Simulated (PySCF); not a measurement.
Molecule: `FOF`, F2O.

Molfile (atoms numbered from 1):
```
F2O
     RDKit          3D

  3  2  0  0  0  0  0  0  0  0999 V2000
   -1.0932    0.2571   -0.0000 F   0  0  0  0  0  0  0  0  0  0  0  0
    0.2641    0.5005    0.0000 O   0  0  0  0  0  0  0  0  0  0  0  0
    0.8292   -0.7576    0.0000 F   0  0  0  0  0  0  0  0  0  0  0  0
  1  2  1  0
  2  3  1  0
M  END
```

Spin–spin couplings on one PBE0-D3(BJ)/def2-SVP geometry, PySCF 2.14, gas phase, non-relativistic, equivalent pairs averaged; isotopes ¹⁷O, ¹⁹F; functional B3LYP.

Reference values (Hz): ¹J(O2,F1) = -300.0 (measured; Faber and Sauer, Theor. Chem. Acc. 2018, 137, 35).

How do the couplings (Hz) change with the basis set? Times are CPU seconds on shared hosts with different chips, so compare them loosely. Far from the basis limit: pcJ-0, 6-31G*, cc-pVTZ, def2-TZVP.

## Answers


```
    basis set  functions  ¹J(O2,F1)  abs. error  core-s
        pcJ-0         39     -269.2        30.8    0.88
       6-31G*         42     -108.0       192.0       1
        pcJ-1         81     -241.0        59.0     1.7
      cc-pVTZ         90     -104.7       195.3     2.1
    def2-TZVP         93     -209.7        90.3     2.2
aug-cc-pVTZ-J        138     -196.1       103.9     3.5
        pcJ-2        153     -228.4        71.6       4
```

Errors compare magnitudes, without vibrational corrections. Closest: pcJ-0; furthest: cc-pVTZ.

The Fermi-contact term samples the wavefunction at the nucleus, which is why sets with added tight s functions (names with J) are made for couplings. Agreement of an ordinary basis with the reference is then largely a cancellation of errors.
